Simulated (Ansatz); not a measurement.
`CCC(=O)CC` and `CCC(N)=O` differ in one atom or group.

Ansatz, PBE0-D4/def2-TZVP geometries, multiplicity 1. Each molecule was computed in one conformer, which needn't be the lowest.

```json
{"property": "LUMO energy (ωB97M-V/def2-TZVPP) / eV", "`CCC(=O)CC`": "2.01"}
{"property": "size of the dipole moment (B3LYP/def2-TZVPP) / D", "`CCC(=O)CC`": "2.73"}
{"property": "HOMO–LUMO gap (PBE/def2-TZVPP) / eV", "`CCC(=O)CC`": "4.15"}
{"property": "HOMO energy (B3LYP/def2-TZVPP) / eV", "`CCC(=O)CC`": "-6.90"}
{"property": "HOMO–LUMO gap (ωB97M-V/def2-TZVPP) / eV", "`CCC(=O)CC`": "11.56"}
{"property": "HOMO energy (PBE0/def2-TZVPP) / eV", "`CCC(=O)CC`": "-7.13"}
```

(1) Give the same properties after the change, and the shifts. (Estimate.)

Results:

(1) The calculation gave: 
```csv
property,`CCC(N)=O`,shift
LUMO energy (ωB97M-V/def2-TZVPP) / eV,2.20,0.19
size of the dipole moment (B3LYP/def2-TZVPP) / D,3.73,1.00
HOMO–LUMO gap (PBE/def2-TZVPP) / eV,5.34,1.19
HOMO energy (B3LYP/def2-TZVPP) / eV,-7.05,-0.15
HOMO–LUMO gap (ωB97M-V/def2-TZVPP) / eV,11.95,0.39
HOMO energy (PBE0/def2-TZVPP) / eV,-7.30,-0.17
```

With PBE0 the HOMO falls by 0.17 eV and the LUMO rises by 1.00 eV, so the gap widens by about 1.17 eV. PBE moves the HOMO by -0.11 eV and ωB97M-V by -0.20 eV. Dipoles are sizes alone; their direction can turn.

B3LYP here is the variant with VWN-RPA as its local correlation; programs differ in this.
